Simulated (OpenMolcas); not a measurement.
C2H6B (SMILES [BH]CC): methods side by side

The species is C2H6B (9 atoms), meant as a doublet with charge 0. As SMILES, `[BH]CC`. The coordinates come from a PBE0-D4/def2-TZVP relaxation. This is one conformer, not always the lowest.

```xyz
9

B    -1.4153    0.5173   -0.6236
C     0.0775    0.3469   -0.3006
C     0.5047   -0.7315    0.6886
H    -1.9156    1.3072   -1.3703
H     0.5807    0.2110   -1.2732
H     0.4286    1.3412    0.0245
H     1.5883   -0.7462    0.8288
H     0.1973   -1.7210    0.3441
H     0.0422   -0.5710    1.6646
```

Each level gives the dipole moment (D). The values are calculated.

```json
{"level": "UHF/def2-SVPD", "kind": "Hartree–Fock", "program": "OpenMolcas", "value (D)": "1.01", "CPU time": "18 s"}
{"level": "USVWN5/def2-SVPD", "kind": "LDA", "program": "OpenMolcas", "value (D)": "1.35", "CPU time": "55 s"}
{"level": "U-revPBE/def2-SVPD", "kind": "GGA", "program": "OpenMolcas", "value (D)": "1.24", "CPU time": "96 s"}
{"level": "UBLYP/def2-SVPD", "kind": "GGA", "program": "OpenMolcas", "value (D)": "1.21", "CPU time": "95 s"}
{"level": "UPBE/def2-SVPD", "kind": "GGA", "program": "OpenMolcas", "value (D)": "1.26", "CPU time": "94 s"}
{"level": "UTPSS/def2-SVPD", "kind": "meta-GGA", "program": "OpenMolcas", "value (D)": "1.21", "CPU time": "2.2 min"}
{"level": "UB3LYP/def2-SVPD", "kind": "global hybrid", "program": "OpenMolcas", "value (D)": "1.16", "CPU time": "94 s"}
{"level": "UM06-2X/def2-SVPD", "kind": "hybrid meta-GGA", "program": "OpenMolcas", "value (D)": "1.10", "CPU time": "2.1 min"}
```

The values span 1.01 to 1.35 D. Magnitudes only. CPU times are rough (shared hosts, several kinds of processor): they show what a rung costs within a factor of a few.
